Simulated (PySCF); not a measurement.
Glyoxal, C2H2O2.
Atom-mapped SMILES: `[O:1]=[CH:2][CH:3]=[O:4]` (hydrogens: H5 on C2; H6 on C3)

Structure used (PBE0/6-31+G*), in Å, numbered top down from 1:
```xyz
6
C2H2O2 angstrom
O      1.4538   -0.2406    1.0494
C      0.8060   -0.0219    0.0553
C     -0.7126    0.0134    0.0952
O     -1.3606    0.2326   -0.8987
H      1.2600    0.1674   -0.9374
H     -1.1665   -0.1763    1.0878
```

Computed with PBE0/6-31+G* geometry optimisation, gas phase (PySCF 2.14.0).

Masses are those of the commonest isotopes; rigid-rotor values at the optimised geometry. The values belong to one conformer with, in the numbering `[O:1]=[CH:2][CH:3]=[O:4]`, O1–C2–C3–O4 180°.

(1) What are A, B and C (cm⁻¹)?

(2) Classify the top.

(3) What does the inertial defect say?

(4) List the rotational levels J(Ka,Kc) to J = 2 (K).

Results:

(1) Ia = 9.07, Ib = 105.37, Ic = 114.44 u·Å²; 505379 MHz·u·Å²/I gives 55717, 4796 and 4416 MHz, that is A = 1.85851, B = 0.15999, C = 0.14731 cm⁻¹.

(2) A near-prolate asymmetric top; Ray's κ = -0.985.

(3) Planar: Δ = Ic − Ia − Ib = 0.00 u·Å². For a rigid frame Δ = −2 Σ m c², so it vanishes when all atoms lie in the ab plane; here none is more than 0.01 Å from it.

(4) Above 0(0,0), as E/k:
J = 1: 1(0,1) 0.442, 1(1,1) 2.886, 1(1,0) 2.904
J = 2: 2(0,2) 1.326, 2(1,2) 3.752, 2(1,1) 3.807, 2(2,1) 11.138, 2(2,0) 11.138
The levels of one J sum to (2J + 1)J(J + 1)(A + B + C)/3.

The point group C2h allows no dipole (computed: 0.00 D), so a rigid rotor has no electric-dipole lines.

Question: Estimate the classical rotational partition function at 50 K, 100 K and 200 K.

Answer: Point group C2h, symmetry number σ = 2; q = (√π/σ)·√((kT/h)³/(ABC)), k/h = 20836.6 MHz/K: 868 at 50 K, 2450 at 100 K, 6940 at 200 K.

PBE0/6-31+G* frequencies: not computed here. These are rigid-rotor constants of the computed structure; measured ground-state constants (B0) also hold zero-point vibration.
